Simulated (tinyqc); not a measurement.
Worked calculation: Pariser-Parr-Pople SCF with singles CI, for the molecule NC(=O)C=O (SMILES; centres numbered as the heavy atoms are written). Computed by tinyqc, a small Python program that keeps every step. Settings: charge = 0, gamma = MN, start = core, damping = 0.5, iteration cap = 77, excitations kept = 4. Command: `OMP_NUM_THREADS=1 python tinyqc.py 30882 30883 out.jsonl` (the two numbers bound the seeds that draw the settings). One thread of a shared host (Intel(R) Xeon(R) Processor @ 2.60GHz), about 0.01 s of CPU time with the checks. Later iterations appear only in the table of the cycle.

## PPP integrals

Centres (angstrom, eV; a flat drawing with bonds scaled to 1.40 angstrom):

| centre | x | y | core charge z | W | gamma_rr |
|---|---|---|---|---|---|
| 1N | 1.6970 | -0.7000 | 2 | 25.0400 | 14.3700 |
| 2C | 0.4850 | 0.0000 | 1 | 12.1800 | 12.1200 |
| 3O | 0.4850 | 1.4000 | 1 | 19.2300 | 15.8100 |
| 4C | -0.7270 | -0.7000 | 1 | 12.1800 | 12.1200 |
| 5O | -1.9400 | 0.0000 | 1 | 19.2300 | 15.8100 |

Resonance integrals (eV):

| i | j | beta |
|---|---|---|
| 1 | 2 | -2.2300 |
| 2 | 3 | -2.5100 |
| 2 | 4 | -2.3900 |
| 4 | 5 | -2.5100 |

Mataga-Nishimoto: gamma = 14.399645/(R + a), a = 2 x 14.399645/(gamma_rr + gamma_ss); H_rr = -W_r - sum_(s != r) z_s gamma_rs; H_rs = beta for bonds.

repulsion gamma_rs (eV), lower triangle:
```
         1N       2C       3O       4C       5O
1N  14.3700
2C   5.7904  12.1200
3O   4.2616   5.9230  15.8100
4C   4.1011   5.5646   4.1668  12.1200
5O   3.0914   4.1664   3.8804   5.9218  15.8100
```

core matrix H (eV), lower triangle:
```
          1N        2C        3O        4C        5O
1N  -42.2845
2C   -2.2300  -39.4149
3O    0.0000   -2.5100  -41.7235
4C    0.0000   -2.3900    0.0000  -36.0355
5O    0.0000    0.0000    0.0000   -2.5100  -39.3814
```

## Starting guess

pi electrons, sum of z_r less the charge = 6

Orbitals of the core matrix H.

P at the start, lower triangle:
```
         1N      2C       3O      4C      5O
1N   1.7602
2C   0.5343  0.7325
3O  -0.3060  0.6783   1.6094
4C   0.0040  0.3279   0.0199  0.5326
5O  -0.2075  0.2746  -0.2730  0.8208  1.3653
```

## Iteration 1: Fock matrix

F_rr = H_rr + P_rr gamma_rr / 2 + sum_(s != r) P_ss gamma_rs; F_rs = H_rs - P_rs gamma_rs / 2; E = tr P (H + F) / 2 + core repulsion sum_(r<s) z_r z_s gamma_rs.

F (eV), lower triangle:
```
          1N       2C       3O       4C        5O
1N  -12.1324
2C   -3.7768  -6.5990
3O    0.6521  -4.5189  -9.6442
4C   -0.0082  -3.3023  -0.0414  -6.7218
5O    0.3207  -0.5720   0.5296  -4.9402  -10.6963
```

pi energy = -104.0667 eV

## Iteration 1: orbitals and new P

Diagonalise F (the basis is taken as orthonormal) and form P = 2 sum c c over the lowest orbitals; 0.5 of the old P is kept.

orbital energies (eV): -15.7015  -13.7029  -11.5338  -4.2289  -0.6266

P after iteration 1, lower triangle:
```
         1N      2C       3O      4C      5O
1N   1.7705
2C   0.5172  0.7508
3O  -0.3247  0.7223   1.5339
4C   0.0096  0.3196   0.0556  0.5982
5O  -0.1778  0.1933  -0.2747  0.8524  1.3466
```

## Iteration 2: Fock matrix

As before.

F (eV), lower triangle:
```
          1N       2C       3O       4C        5O
1N  -12.0629
2C   -3.7274  -6.5885
3O    0.6919  -4.6491  -9.8879
4C   -0.0196  -3.2791  -0.1158  -6.6056
5O    0.2749  -0.4026   0.5330  -5.0339  -10.6406
```

pi energy = -104.2842 eV

## Iteration 2: orbitals and new P

As before.

orbital energies (eV): -15.6774  -13.6997  -11.7460  -4.1313  -0.5313

P after iteration 2, lower triangle:
```
         1N      2C       3O      4C      5O
1N   1.7753
2C   0.5099  0.7564
3O  -0.3346  0.7453   1.4954
4C   0.0144  0.3109   0.0785  0.6324
5O  -0.1597  0.1446  -0.2716  0.8697  1.3405
```

## Iteration 3: Fock matrix

As before.

F (eV), lower triangle:
```
          1N       2C        3O       4C        5O
1N  -12.0387
2C   -3.7061  -6.5899
3O    0.7129  -4.7172  -10.0198
4C   -0.0294  -3.2551   -0.1635  -6.5440
5O    0.2468  -0.3013    0.5270  -5.0852  -10.5975
```

pi energy = -104.4088 eV

## Iteration 3: orbitals and new P

As before.

orbital energies (eV): -15.6737  -13.6994  -11.8533  -4.0772  -0.4863

P after iteration 3, lower triangle:
```
         1N      2C       3O      4C      5O
1N   1.7773
2C   0.5070  0.7573
3O  -0.3398  0.7574   1.4757
4C   0.0179  0.3036   0.0929  0.6507
5O  -0.1484  0.1152  -0.2673  0.8795  1.3390
```

## Convergence

Stop when output and input P, before any damping, agree to 1e-7.

Course of the cycle:

| iteration | E (eV) | largest \|P(out) - P(in)\| |
|---|---|---|
| 1 | -104.066727 | 1.63e-01 |
| 2 | -104.284245 | 9.73e-02 |
| 3 | -104.408789 | 5.88e-02 |
| 4 | -104.477385 | 3.60e-02 |
| 5 | -104.514259 | 2.22e-02 |
| 6 | -104.533765 | 1.38e-02 |
| 7 | -104.543968 | 8.66e-03 |
| 8 | -104.549261 | 5.47e-03 |
| 9 | -104.551991 | 3.47e-03 |
| 10 | -104.553392 | 2.21e-03 |
| 11 | -104.554109 | 1.41e-03 |
| ... | ... | ... |
| 27 | -104.554851 | 3.14e-06 |
| 28 | -104.554851 | 2.20e-06 |
| 29 | -104.554851 | 1.54e-06 |
| 30 | -104.554851 | 1.08e-06 |
| 31 | -104.554851 | 7.53e-07 |
| 32 | -104.554851 | 5.28e-07 |
| 33 | -104.554851 | 3.70e-07 |
| 34 | -104.554851 | 2.59e-07 |
| 35 | -104.554851 | 1.82e-07 |
| 36 | -104.554851 | 1.28e-07 |
| 37 | -104.554851 | 8.97e-08 |

Converged in 37 iterations.

## Converged orbitals

Charges are z - P_rr.

orbital energies (eV): -15.6831  -13.6939  -11.9848  -3.9986  -0.4533

coefficients:
```
       MO1      MO2      MO3      MO4      MO5
1N  0.4684  -0.4348  -0.6931  -0.2420  -0.2293
2C  0.5558  -0.2156   0.1446   0.4088   0.6757
3O  0.4068  -0.2748   0.6975  -0.4095  -0.3238
4C  0.4118   0.4087   0.0036   0.5873  -0.5644
5O  0.3696   0.7224  -0.1107  -0.5117   0.2597
```

pi charges: 1N 0.2223, 2C 0.2474, 3O -0.4550, 4C 0.3267, 5O -0.3415

## Singles CI, singlets

Over the 4 single excitations with the smallest orbital gaps: A = (e_a - e_i) delta + 2 (ia|jb) - (ij|ab), with (pq|rs) = sum c_mp c_mq gamma_mn c_nr c_ns. f = 2/3 w |mu|^2 in atomic units, mu = sqrt2 sum c_ia sum_m c_mi c_ma R_m.

singlet CI matrix (eV), lower triangle:
```
         3>4     2>4     3>5     1>4
3>4   4.9028
2>4  -0.1445  6.8143
3>5   0.4199  0.0017  7.5260
1>4   0.2056  0.4498  0.4374  8.2161
```

singlet excitation energies (eV): 4.8182  6.6718  7.4155  8.5537

oscillator strengths: 0.1687  0.6012  0.1225  0.5461

## Singles CI, triplets

Over the 4 single excitations with the smallest orbital gaps: A = (e_a - e_i) delta - (ij|ab), with (pq|rs) = sum c_mp c_mq gamma_mn c_nr c_ns.

triplet CI matrix (eV), lower triangle:
```
         3>4      2>4      3>5     1>4
3>4   2.3924
2>4   0.5891   2.7300
3>5  -1.5963  -0.0725   5.7075
1>4  -0.4659  -0.8983  -0.4537  5.2846
```

triplet excitation energies (eV): 1.5104  2.5162  5.6774  6.4106
